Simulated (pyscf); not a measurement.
Single points on ωB97X-D3(BJ)/def2-SVP structures (PySCF, gas phase).

For O=Sn: [singlet] + H₂S -> O=Sn=S + hydrogen (H₂), a concerted two-bond exchange (singlet surface; H–S, H–S broken, S–Sn, H–H formed), PBE/def2-TZVP gives ΔE‡ = 2.06 eV and ΔE = +0.90 eV (zero: the separated reactants). In which direction and how far do B3LYP-D3(BJ)/def2-TZVP, PBE0-D3(BJ)/def2-TZVP, ωB97M-D3(BJ)/def2-TZVP move these?

B3LYP-D3(BJ): ΔE‡ = 2.35 eV, ΔE = +1.03 eV; PBE0-D3(BJ): ΔE‡ = 2.31 eV, ΔE = +0.95 eV; ωB97M-D3(BJ): ΔE‡ = 2.62 eV, ΔE = +1.17 eV. PBE's barrier lies under all of them, by 0.25 to 0.56 eV. Its reaction energy lies under all of them, by 0.05 to 0.27 eV. Low barriers are usual for a GGA, whose delocalisation error favours stretched bonds. On the reactant side the descent ends in a complex (not fully relaxed), 0.26 eV under the separated species and 2.74 eV under the saddle at ωB97X-D3(BJ)/def2-TZVP. At ωB97X-D3(BJ)/def2-TZVP the barrier from the zero used here is 2.48 eV. The same reactants have a lower exit, to O=SnH–SH (barrier +2.29 eV at ωB97M-D3(BJ)/def2-TZVP, against +2.62 eV here). One saddle was located; it need not be the lowest between these sides. Elements past Kr carry the def2 core potentials, without spin-orbit coupling.
